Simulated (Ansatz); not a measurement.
For rock-salt CdO, PBE0 (Ansatz, a first-principles code, plane waves, PAW) gives:

| Property | Result |
|---|---|
| band gap at the measured cell | 1.57 eV |
| elastic constant C11 | 212 GPa |
| elastic constant C44 | 57.1 GPa |
| polycrystal shear modulus | 53.7 GPa |

Q: What does Hartree–Fock (plane waves, PAW; Ansatz) give for the same quantities?

A: 
- band gap at the measured cell: 9.21 eV (rises by 7.64 eV)
- elastic constant C11: 209 GPa (falls by 1.4 %)
- elastic constant C44: 77.6 GPa (rises by 36 %)
- Voigt–Reuss–Hill shear modulus: 62.6 GPa (rises by 17 %)

For comparison: band gap 0.84 eV (measured, 100 K, not corrected to a static lattice, lower of two indirect gaps; as tabulated in Menéndez-Proupin et al. (2004), arXiv:cond-mat/0405700).

Changes are worked out from the printed values.

Unless a cell is named, each level is at its own relaxed cell.

Levels without +SOC have no spin–orbit coupling; where heavier elements are present it shifts gaps, mostly down, and can invert bands. Density-functional gaps are differences of (generalised) Kohn–Sham levels.

Ansatz's density-functional and Hartree–Fock values are scalar-relativistic unless marked +SOC, with PAW data made under PBE.
